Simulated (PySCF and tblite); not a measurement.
Values are calculated unless marked as measured or tabulated.
CH3CH2CF(CH3)2, C₅H₁₁F, numbered as in [CH3:1][CH2:2][C:3]([CH3:4])([CH3:5])[F:6].

Level: CAM-B3LYP-D3(BJ)/def2-TZVP (IEF-PCM, chloroform)//PBE0-D3(BJ)/def2-SVP, thermal terms from GFN2-xTB, symmetry numbers and mirror pairs counted. Conformers within 3 kcal/mol (GFN2-xTB free energy) were kept, 8 at most. Codes: tblite and PySCF.

Torsions listed: C1–C2–C3–F6. Of a mirror pair one member is shown.

| conformer | shape | symmetry | E(GFN2) kcal/mol |
| --- | --- | --- | --- |
| 1 | 180° | Cs | 0.00 |
| 2 | 58° | C1 (pair) | 0.18 |

Question: Which of these conformers is the most populated at 298.15 K, and with what share?

Answer: Conformer 2, about 66 %. The lead over the next is within the error of the method.

Question: Give the DFT energies and free energies relative to the lowest, and all weights.

Answer: 
| conformer | shape | E(DFT) kcal/mol | G(298.15 K) kcal/mol | weight % |
| --- | --- | --- | --- | --- |
| 1 | 180° | 0.02 | 0.38 | 34.5 |
| 2 | 58° | 0.00 | 0.00 | 65.5 |

Question: How does its share change from 220 K to 380 K?

Answer: From 65 % to 66 %; the mixing entropy goes from 2.18 to 2.18 cal/(mol K).
